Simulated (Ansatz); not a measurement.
Potential energy surface of H₂N, doublet: symmetric bend, bond length relaxed. Scanned: H-N-H angle. Other coordinates (N-H bond length) were minimised at PBE0/def2-TZVP.

The free coordinates were minimised at PBE0/def2-TZVP in PySCF; the energy column is full CI/cc-pVDZ, frozen core run with Ansatz (an electronic-structure program), in kcal/mol.

```csv
a / °,N-H bond length / Å,E
180,0.991,39.2
173.90,0.991,38.6
163.11,0.994,34.8
156.85,0.997,31.2
148.73,1.000,25.5
139.36,1.006,18.4
132.57,1.009,13.3
122.91,1.015,6.9
116.18,1.019,3.5
107.07,1.024,0.6
101.82,1.028,0.0
91.12,1.036,1.5
82.05,1.044,5.9
74.84,1.053,11.7
66.68,1.065,20.8
60,1.078,30.4
```
